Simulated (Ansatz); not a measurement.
C4H6O can be A, `C=C=CCO`, or B, `C1=CCOC1`.

Gas-phase electronic energies from Ansatz, PBE0-D4/def2-TZVP geometries. CCSD(T)/CBS adds triple-zeta CCSD(T) − MP2 to the extrapolated MP2 energy (def2 sets, frozen cores). DFT in def2-TZVPP. B3LYP here is the variant with VWN-RPA as its local correlation; programs differ in this. One conformer a species, not always the lowest.

**Question.** Which is lower in electronic energy at CCSD(T)/CBS, and by how much? (Estimate.)

**Answer.** Ansatz gave: B, by 19.4 kcal/mol.

**Question.** Give E(B) − E(A) in kcal/mol with B3LYP, PBE0-D4, ωB97M-V, CCSD/def2-TZVPP, B3LYP-D4, HF/def2-TZVPP, B2PLYP. (Best estimate.)

**Answer.** Ansatz gave: B3LYP -15.4, PBE0-D4 -21.3, ωB97M-V -19.6, CCSD/def2-TZVPP -20.0, B3LYP-D4 -16.5, HF/def2-TZVPP -19.5, B2PLYP -17.4. None reverses the order clearly.

**Question.** Does the order hold for the free energy at 298.15 K (harmonic terms from PBE0-D4)? (An estimate is asked.)

**Answer.** Ansatz gave: Yes: G(B) − G(A) = -16.0 kcal/mol, for one conformer each.

Largest T1 diagnostic: 0.012.

From r2SCAN to r2SCAN0 (25 % exact exchange), in def2-TZVPP and without D4, E(B) − E(A) moves by −2.6 kcal/mol. At CCSD(T), def2-SVP lies −2.0 kcal/mol from the extrapolated value and def2-TZVPP −0.3 kcal/mol.
